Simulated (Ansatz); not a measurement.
BH2(vinyl) (C2H5B). The state is a singlet with charge 0. Geometry r2SCAN-D4/def2-TZVP, basis def2-TZVP, Ansatz.

Cartesian coordinates in Å:
```
B -0.091 0.339 1.240
H 0.211 1.208 2.003
H -0.694 -0.614 1.642
C 0.274 0.409 -0.250
C -0.072 -0.580 -1.090
H 0.820 1.254 -0.667
H -0.617 -1.447 -0.727
H 0.169 -0.569 -2.151
```

```csv
run,HOMO (eV),LUMO (eV)
A,-8.49,-2.10
B,-9.78,-0.97
C,-7.39,-3.00
D,-7.63,-2.82
E,-8.62,-1.94
F,-8.09,-2.48
```

HSE06 is defined as in plane-wave codes, on full-range PBE exchange.

The runs used CAM-B3LYP, HSE06, PBE0, r2SCAN, r2SCAN0, revPBE. Estimate which is which.

A PBE0 (25 % exact exchange); B CAM-B3LYP (range-separated); C revPBE (0 % exact exchange); D r2SCAN (0 % exact exchange); E r2SCAN0 (25 % exact exchange); F HSE06 (range-separated). Exact exchange lowers occupied and raises empty levels; among semilocal functionals meta-GGAs tend to open the gap a little, and such runs are hard to tell apart. The gap grows from 4.39 eV (revPBE) to 8.81 eV (CAM-B3LYP).
